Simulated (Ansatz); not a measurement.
# C2H2N2O2: the cost of one run

Method: the levels named in each step, in Ansatz 0.2.0.

### 1 Starting point

Bond lengths: N1–C2 1.189 Å, C2–O3 1.157 Å, N4–C5 1.189 Å, C5–O6 1.157 Å, N1–H7 0.994 Å, N4–H8 0.994 Å. Angles: N1–C2–O3 169.5°, C2–N1–H7 135.4°, N4–C5–O6 169.5°, C5–N4–H8 135.4°.

Coordinates:

```xyz
8

N    -0.5324    1.8285    1.3782
C    -0.6008    0.6512    1.2296
O    -0.7705   -0.4926    1.2700
N     0.5483   -1.8304   -1.3694
C     0.6011   -0.6512   -1.2294
O     0.7538    0.4946   -1.2792
H    -0.1435    2.5855    0.8651
H     0.1831   -2.5902   -0.8433
```

### 2 A rough first relaxation, PBE-D4/def2-SVP

input.yaml

```yaml
crystal:
  periodic: [false, false, false]
  atoms:
    - { symbol: "N", position_ang: [-0.53239, 1.8285, 1.37819] }
    - { symbol: C, position_ang: [-0.60079, 0.65115, 1.22957] }
    - { symbol: O, position_ang: [-0.77047, -0.49263, 1.27002] }
    - { symbol: "N", position_ang: [0.54827, -1.83039, -1.36943] }
    - { symbol: C, position_ang: [0.60112, -0.65119, -1.22939] }
    - { symbol: O, position_ang: [0.75383, 0.49461, -1.2792] }
    - { symbol: H, position_ang: [-0.14352, 2.58551, 0.86512] }
    - { symbol: H, position_ang: [0.18308, -2.59022, -0.84329] }
basis:
  gaussian: { orbitals: def2-SVP }
hamiltonian:
  xc: pbe
  dispersion: d4
relax:
  f_tol: 0.03
  max_steps: 200
```

Run with:

```
> ansatz run input.yaml --threads 4 --pin off --max-ram 10240MiB --backend cpu --events-out ev --progress --plain --runs-dir out
```

Q: Estimate wall time and peak memory on 4 threads of Arm Neoverse N1, shared host.

About 16 s, with a peak of 0.13 GiB.
